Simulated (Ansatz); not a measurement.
System: COS, charge 1, doublet. COS+ (parent SMILES C(=O)=S, doublet).
B3LYP-D3(BJ)/def2-TZVP minimum from Ansatz (an electronic-structure program):
```xyz
3

O      0.0000     0.0000    -1.6974
C      0.0000     0.0000    -0.5680
S      0.0000     0.0000     1.0617
```
Charge +1, spin multiplicity 2.

Hartree-Fock and CCSD correlation energies in hartree (Ansatz). UHF or UKS for unpaired electrons; spin-orbit terms are left out. Correlated methods leave the cores frozen. No relativity. The UHF reference of COS+ (parent SMILES O=C=S, doublet) is spin-contaminated (<S^2> up to 0.08 over the pure value in the sets run). The spin of COS+ (parent SMILES O=C=S, doublet) was assumed, and the state is the lowest solution found for it.

| basis | X | E(HF) | E(corr, CCSD) |
|---|---|---|---|
| cc-pV(T+d)Z | 3 | -509.97754 | -0.51203 |
| cc-pV(Q+d)Z | 4 | -509.98948 | -0.54340 |
| cc-pV(5+d)Z | 5 | -509.99194 | withheld |

Problem. Fit E(corr) = E∞ + A/X³ to X = 3 and 4, predict X = 5, and compare with the run.

Solution. A = (-0.51203 - (-0.54340))/(1/27 - 1/64) = 1.4651; E∞ = -0.54340 - A/64 = -0.56629; at X = 5, E∞ + A/125 = -0.55457. The run gave -0.55448, 0.09 mEh above the prediction. The same form on X = 4 and 5 gives E∞ = -0.56610, 0.19 mEh above the first estimate.
